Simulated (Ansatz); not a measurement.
System: 2H WS2. Method: PBE0 (Ansatz, an electronic-structure program, plane waves, PAW).

Run with plane-wave cutoff 460 eV, 9×9×2 k mesh (along the axes of the cell as run), Fermi–Dirac smearing 0.01 eV, no spin polarisation, scalar-relativistic PAW data made under PBE.

Cell (relaxed at this level):

```yaml
crystal:
  lattice:
    - [3.15722, 0.00000, 0.00000]
    - [-1.57861, 2.73423, 0.00000]
    - [0.00000, 0.00000, 14.29847]
  atoms:
    - { symbol: W, position: [0.66667, 0.33333, 0.75000] }
    - { symbol: W, position: [0.33333, 0.66667, 0.25000] }
    - { symbol: S, position: [0.66667, 0.33333, 0.35900] }
    - { symbol: S, position: [0.33333, 0.66667, 0.64100] }
    - { symbol: S, position: [0.33333, 0.66667, 0.85900] }
    - { symbol: S, position: [0.66667, 0.33333, 0.14100] }
```

### Question
What does this level give for the band gap, smallest direct gap on the k points sampled and Γ–Γ gap?

### Answer

* **band gap**: 2.81 eV
* **smallest direct gap on the k points sampled**: 2.99 eV
* **Γ–Γ gap**: 4.18 eV

Measured, for comparison: band gap 1.35 eV (room temperature, not corrected to a static lattice, bulk 2H; as tabulated in Bastos et al. (2019), arXiv:1903.08112).

Note: the cell comes from a level without a dispersion term, which matters for the spacing of layers, chains or molecules; the cell has widely spaced layers and the level no dispersion term, so their spacing and the moduli can rest on weak binding.

Spin–orbit coupling is not included.

The computed numbers hold no vibrational or temperature effects.
